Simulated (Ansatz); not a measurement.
# How far a parabola holds: energy against volume of zinc-blende AlP

Zinc-blende AlP was calculated with LDA (PAW; Ansatz, a program for electronic structure). Numerical settings: plane-wave cutoff 520 eV, 10×10×10 k mesh, Fermi–Dirac smearing 0.01 eV, scalar-relativistic PAW data made under PBE. The cell has no free parameter but its volume, all volumes share cutoff and mesh, and the runs aren't spin-polarised. Energies are free energies at the run's smearing, counted from the lowest row; static lattice.

| V (Å³/atom) | E (meV/atom) |
|---|---|
| 19.251 | 9.70 |
| 19.652 | 2.35 |
| 20.053 | 0.00 |
| 20.454 | 2.16 |
| 20.855 | 8.40 |
| 21.256 | ? |

Taking a parabola for E over the 5 complete rows: With u = V - 20.1, the rows have u = -0.8490, -0.4480, -0.0470, 0.3540, 0.7550. Least squares gives E = -0.007 + 0.6275·u + 14.0768·u². Residuals (row less fit): 0.093, -0.187, 0.005, 0.181, -0.091; standard error 0.206 (degrees of freedom: 2). The fitted curve has its minimum at V = 20.1, where E = -0.01. Its curvature is d²E/dV² = 2 × 14.0768 meV/Å⁶, so B = V0·d²E/dV² × 0.1602 = 90.6 GPa.

### Question
Predict the withheld E at V = 21.256 from the fit, and compare with the calculation.

### Answer
u = 1.1560, so E = -0.007 + 0.6275 × 1.1560 + 14.0768 × 1.1560² = 19.530 meV/atom. The calculation gives 18.31 meV/atom, 1.220 meV/atom below the prediction (6.7 % of the range of E in the table). The row lies outside the fitted rows, so this is an extrapolation. From the scatter of the fitted rows alone, a prediction at this place has a standard error of 0.487 meV/atom, so the miss is 2.5 times that.

The residuals are curvature that a parabola lacks, not noise. A solid that stiffens under compression and softens on expansion lies above the parabola at the compressed end and under it at the expanded end, as this row does. A third-order Birch-Murnaghan fit to the whole scan has B0 = 90.0 GPa. Only scans are tabulated whose curvature falls smoothly with volume, and where the parabola meets the shown rows within 5 % of their range and misses the end by 0.1 meV or more.
